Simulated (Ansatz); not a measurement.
# CH3Cl: the cost of one run

Program: Ansatz 0.2.0. Level of theory: the levels named in each step. These are calculated values, not measurements.

### Step 1. The structure to begin with

Bond lengths: C1–Cl2 1.777 Å, C1–H3 1.086 Å, C1–H4 1.086 Å, C1–H5 1.086 Å. Angles: Cl2–C1–H3 108.2°, Cl2–C1–H4 108.2°, Cl2–C1–H5 108.2°, H3–C1–H4 110.7°, H3–C1–H5 110.7°, H4–C1–H5 110.7°.

As a file:

```xyz
5

C    -1.2256   -0.0653   -0.0300
Cl    0.5487    0.0292    0.0134
H    -1.5114   -0.7099   -0.8555
H    -1.5671   -0.4778    0.9144
H    -1.6159    0.9374   -0.1738
```

### Step 2. A rough first relaxation, PBE-D4/def2-SVP

This run stands in another session on the same molecule. It ended at:

```xyz
5

C    -1.2149   -0.0648   -0.0297
Cl    0.5735    0.0306    0.0140
H    -1.5225   -0.7189   -0.8666
H    -1.5790   -0.4837    0.9267
H    -1.6284    0.9503   -0.1759
```

### Step 3. Relaxation, PBE0-D4/def2-TZVPP

This run stands in another session on the same molecule. It ended at:

```xyz
5

C    -1.2200   -0.0651   -0.0299
Cl    0.5498    0.0293    0.0135
H    -1.5137   -0.7092   -0.8544
H    -1.5693   -0.4774    0.9129
H    -1.6181    0.9358   -0.1737
```

### Step 4. Frequencies, PBE0-D4/def2-TZVPP

The input, input.yaml:

```yaml
crystal:
  periodic: [false, false, false]
  atoms:
    - { symbol: C, position_ang: [-1.21999812, -0.06505812, -0.02987225] }
    - { symbol: Cl, position_ang: [0.54977179, 0.02931304, 0.01345624] }
    - { symbol: H, position_ang: [-1.51368533, -0.70915628, -0.85436576] }
    - { symbol: H, position_ang: [-1.56931536, -0.47735401, 0.91294017] }
    - { symbol: H, position_ang: [-1.61806297, 0.93582536, -0.17367841] }
basis:
  gaussian: { orbitals: def2-TZVPP }
hamiltonian:
  xc: pbe0
  dispersion: d4
phonons: {}
```

Command:

```sh
$ ansatz run input.yaml --threads 2 --pin off --max-ram 5120MiB --backend cpu --events-out ev --progress --plain --runs-dir out
```

Q: Estimate wall time and peak memory on 2 threads of Intel Xeon at 2.50GHz (Skylake/Cascade Lake), shared host.

About 44 s, with a peak of 0.17 GiB.
